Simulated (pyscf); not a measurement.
# Substitution at O: `[SeH]` [doublet] + `[OH2]` → `[OH][SeH]` + `[H]` [doublet]

Gas phase, doublet surface, charge 0. Bonds broken: O4–H5. Bonds formed: Se1–O4. Structures and frequencies: ωB97X-D3(BJ)/def2-SVP in PySCF. Correlated levels are frozen-core, on RHF or UHF. ΔMP2 is the change of the MP2 total energy from the triple- to the quadruple-zeta basis.

Transition state (Å):

```xyz
5

Se     0.0994    -0.4068     0.8516
H     -0.4788     0.1956    -1.3552
H     -0.2357     0.8994     1.4383
O      0.3751     0.2773    -0.8994
H      1.1140     1.1157    -1.9657
```

One imaginary mode, 1247i cm⁻¹; descent along it reached the two sides named.

| bond | change | reactant side (Å) | saddle | product side |
|---|---|---|---|---|
| O4–H5 | breaks | 0.965 | 1.545 | 3.1 |
| Se1–O4 | forms | 2.8 | 1.900 | 1.807 |

Electronic energies relative to the separated reactants (kcal/mol):

```json
[
 {"level": "ωB97X-D3(BJ)/def2-TZVP", "barrier": "61.9", "reaction energy": "+53.5", "reverse barrier": "8.4"},
 {"level": "PBE/def2-TZVP", "barrier": "49.6", "reaction energy": "+49.9", "reverse barrier": "-0.3"},
 {"level": "r²SCAN/def2-TZVP", "barrier": "53.7", "reaction energy": "+54.0", "reverse barrier": "-0.3"},
 {"level": "B3LYP-D3(BJ)/def2-TZVP", "barrier": "56.5", "reaction energy": "+55.6", "reverse barrier": "0.9"},
 {"level": "PBE0-D3(BJ)/def2-TZVP", "barrier": "57.0", "reaction energy": "+53.3", "reverse barrier": "3.7"},
 {"level": "M06-2X/def2-TZVP", "barrier": "64.7", "reaction energy": "+57.5", "reverse barrier": "7.1"},
 {"level": "ωB97M-D3(BJ)/def2-TZVP", "barrier": "63.2", "reaction energy": "+56.4", "reverse barrier": "6.8"},
 {"level": "HF/def2-TZVP", "barrier": "78.3", "reaction energy": "+60.6", "reverse barrier": "17.7"},
 {"level": "MP2/def2-QZVPP", "barrier": "65.2", "reaction energy": "+54.0", "reverse barrier": "11.2"},
 {"level": "CCSD/def2-TZVPP", "barrier": "68.4", "reaction energy": "+59.7", "reverse barrier": "8.7"},
 {"level": "CCSD(T)/def2-TZVPP", "barrier": "64.9", "reaction energy": "+57.4", "reverse barrier": "7.4"},
 {"level": "CCSD(T)/def2-TZVPP + ΔMP2(QZVPP)", "barrier": "64.6", "reaction energy": "+57.3", "reverse barrier": "7.3"}
]
```

With CCSD(T)/def2-TZVPP + ΔMP2(QZVPP) energies and thermal terms (ideal gas, 1 atm, RRHO with modes under 100 cm⁻¹ raised to 100, one conformer, R ln 2 for chiral ones without a mode under 150 cm⁻¹), in kcal/mol:

| T (K) | ΔH‡ | ΔG‡ | ΔH | ΔG |
|---|---|---|---|---|
| 298 | 60.4 | 68.0 | +53.4 | +54.6 |
| 600 | 60.8 | 75.6 | +54.1 | +55.5 |
| 900 | 61.6 | 82.9 | +55.2 | +56.0 |
| 1200 | 62.3 | 89.8 | +56.3 | +56.1 |

At PBE, r²SCAN this geometry lies under the product side: in single points on another level's saddle the reverse barrier vanishes, and the forward threshold there is about the reaction energy. One saddle was located; it need not be the lowest between these sides. The angle at the attacked O is 154°. The CCSD(T) − MP2 part came from Ansatz, without density fitting, on the same reference. The frozen core leaves the outer d or s,p core shells of the metals and heavy elements correlated in the MP2 and CC values, and def2-TZVPP describes them poorly, which can shift differences by a few kcal/mol. Left out: orbital degeneracy and the spin-orbit lowering of SeH, which is large for Br, Se, Te and I. Elements up to Kr have no core potential and no relativistic terms here.
